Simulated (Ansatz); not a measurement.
Zinc-blende GaP was calculated with PBE0 in Ansatz (plane waves, PAW).

Total energies, extrapolated to zero smearing (they compare only within this program, potentials and cutoff; free atoms with spin allowed, lowest state found):

```csv
system,energy (eV/atom)
"zinc-blende GaP, relaxed",-2270.4148
free Ga atom,-3780.8388
free P atom,-752.9786
```

Question: Work out the cohesive energy per atom.

Answer: E_coh = [1 × (-3780.8388) + 1 × (-752.9786)]/2 − (-2270.4148) = 3.51 eV/atom. The reference value is 3.61 eV/atom (measured, static lattice: zero-point vibration energy added, sources range from 3.61 to 3.69; as tabulated in Mejia-Rodriguez and Trickey (2018), arXiv:1807.09216), a difference of -0.10 eV/atom.

The PAW data were made under PBE.

Ansatz is an electronic-structure program.
